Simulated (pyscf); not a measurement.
**Routes from `[SiH3][SiH2][SiH3]` + `[H]` [doublet]**

Candidate steps break at most two bonds and form at most two. Each was searched with GFN2-xTB (tblite) first. PySCF, gas phase, ωB97X-D3(BJ)/def2-SVP geometries. Energies: ωB97M-D3(BJ)/def2-TZVP, eV, from the separated reactants, doublet surface; ΔG‡ with ideal gas, 1 atm, RRHO with modes under 100 cm⁻¹ raised to 100, one conformer, R ln 2 for chiral ones without a mode under 150 cm⁻¹.

| products | type | ΔE‡ | ΔE | ΔG‡ 298 K | ΔG‡ 900 K | ν‡ (cm⁻¹) |
|---|---|---|---|---|---|---|
| H₃Si–SiH•–SiH₃ + H₂ | hydrogen abstraction | 0.15 | -0.76 | 0.35 | 0.86 | 819i |
| •H₂Si–SiH₂–SiH₃ + H₂ | hydrogen abstraction | 0.17 | -0.66 | 0.38 | 0.92 | 886i |

Plain bond fissions and candidates not yet searched are not listed, and one of them may be faster. Each barrier is that of the saddle found; lower ones may exist.
